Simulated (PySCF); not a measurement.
CH3O, SMILES C=[OH+], charge +1. Atoms are numbered in the order given.

```xyz
5

C     -0.0338    -0.6209     0.0000
O      0.1304     0.6081     0.0000
H      0.8765    -1.2227     0.0000
H     -1.0307    -1.0698     0.0000
H     -0.6863     1.1528     0.0000
```
Charge +1, spin multiplicity 1.

The structure is a stationary point at PBE0-D3(BJ)/def2-TZVP. The isomer is the one that the SMILES or the coordinates give; other isomers of the formula were not compared.

Computed with PBE0-D3(BJ)/def2-TZVP (PySCF).

No scaling factor is applied to the harmonic values.

Problem. List the normal modes with their intensities. (Estimate from the structure and the level; the computed values follow.)

Solution. 
| mode | ν (cm⁻¹) | IR (km/mol) | moving atoms (share of kinetic energy) |
|---|---|---|---|
| 1 | 1029 | 117.5 | H 92 % |
| 2 | 1112 | 74.7 | H 95 % |
| 3 | 1248 | 13.8 | H 74 %, C 25 % |
| 4 | 1380 | 105.7 | H 70 %, O 16 %, C 15 % |
| 5 | 1483 | 45.7 | H 84 %, O 14 % |
| 6 | 1693 | 56.1 | C 54 %, O 28 %, H 17 % |
| 7 | 3090 | 3.5 | H 95 % |
| 8 | 3233 | 24.2 | H 88 %, C 12 % |
| 9 | 3612 | 301.2 | H 94 % |
